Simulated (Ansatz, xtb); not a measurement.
# A geometry optimisation of AlFH3Si with r2SCAN-D4/def2-SVP

The starting geometry of this gas-phase doublet has its atoms placed at random.

```yaml
atoms:
  - { symbol: Al, position_ang: [-0.5632, 0.3295, -0.9120] }
  - { symbol: F, position_ang: [-1.9567, 0.6835, -0.0506] }
  - { symbol: Si, position_ang: [1.8341, 0.3176, 0.8505] }
  - { symbol: H, position_ang: [-0.2419, 1.6993, -1.3692] }
  - { symbol: H, position_ang: [0.4840, 1.4162, 1.5759] }
  - { symbol: H, position_ang: [-0.6843, -1.4399, -1.1901] }
```

One run relaxed it with r2SCAN-D4/def2-SVP. What is a likely outcome?

It ends as `[F][AlH][SiH2]`. Distances that change by over a tenth: Al1–H6 (1.80 → 1.58 Å). Contacts that open: Al1–H4 (1.48 → 3.42 Å). Contacts that close: Al1–Si3 (2.98 → 2.37 Å), Si3–H4 (3.34 → 1.49 Å), Si3–H5 (1.89 → 1.49 Å).

The energy falls by 3.30 eV over 25 steps:

```csv
step,E − E(last) (eV)
1,3.302
4,1.615
6,1.065
9,0.701
12,0.619
14,0.601
17,0.419
20,0.112
22,0.016
25,0.000
```

Final geometry (Å):

```xyz
6

Al   -1.0696   -0.2073   -0.5465
F    -2.3743   -0.3535    0.4869
Si    0.7189    1.1956    0.1410
H     1.9408    1.4142   -0.6871
H     0.7677    1.9688    1.4148
H    -1.1114   -1.0116   -1.9046
```

From the same start GFN2-xTB ends elsewhere, differing in Al1–H4 (1.56 against 3.42 Å here), Si3–H4 (3.38 against 1.49 Å here).

From so rough a start the end depends on the optimiser's path, so another program may land elsewhere. The end wasn't checked by frequencies. Open shells are spin-unrestricted. Run with Ansatz 0.2.0, 2.7 min on 1 thread of Arm Neoverse V1 (shared host).
